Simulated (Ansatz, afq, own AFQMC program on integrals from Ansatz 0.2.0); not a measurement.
**Where AFQMC and coupled cluster stand for N2, quintet**

```xyz
2

N     0.0000    0.0000    0.0000
N     0.0000    0.0000    1.2663
```

Basis 6-31G. Noble-gas cores (and the filled d shells of Ga–Kr and In–Xe) are frozen. Integrals, coupled cluster, full CI and functionals: Ansatz 0.2.0; the random walks run on the same integrals in our own AFQMC program. The CISD trial takes its coefficients from CCSD amplitudes. Released means that phaseless walkers are propagated on without the constraint, phases kept. Free AFQMC starts from the CCSD state and is never constrained. Its projection time is finite, and what remains of the start isn't in its error. Uncertainties: one standard error, sampling alone.

Determinant: UHF, the one that the program's search chose, which needn't be the lowest solution. The geometry is a PBE0/def2-TZVP stationary point of this or a neighbouring charge and spin state.

Full CI on the same integrals is exact in this basis and with this determinant's frozen core.

Cautions: another spin lies lower (by 5.00 eV); the released energies have errors that jump between times, so the bars are unsure, so no released level is given (meV from the phaseless value at times in 1/Eh: -0.2 ± 0.6 at 0.24, -1.0 ± 0.7 at 0.51, -1.9 ± 0.8 at 0.99, -8 ± 7 at 1.62, -3.1 ± 1.1 at 2.40), though the last usable value meets full CI within the noise.

The T1 diagnostic is 0.0060, the weight of the determinant in the CISD state is 0.955 and the ⟨S²⟩ of the determinant is 6.021. The size of the correlated space is 10 electrons in 16 orbitals.

Reference: full CI, correlation energy -2.966 eV.

```
        level  E − E(reference) (kcal/mol)  share of correlation (%)
           HF                        68.39                      0.00
          MP2                        13.36                     80.47
         CCSD                         0.94                     98.62
      CCSD(T)                         0.27                     99.61
        CCSDT                         0.09                     99.87
     CCSDT(Q)                         0.02                     99.97
       CCSDTQ                         0.00                    100.00
  ph-AFQMC/HF                  1.53 ± 0.36                     97.77
ph-AFQMC/CISD                  0.03 ± 0.02                     99.95
   free AFQMC                  0.00 ± 0.01                     99.99
```

CCSDT and higher add their correlation energy to the determinant of the CCSD(T) run, since their own runs factorise the integrals more tightly (a shift of under 2 meV). Free projections are given only where their last times agree within the noise and don't stop above the reference; a slow remainder of the start can still hide under it. A walk keeps the symmetry of its determinant, which the program's search chose and which needn't be the lowest solution, so a lower state of the same spin and another symmetry isn't excluded.
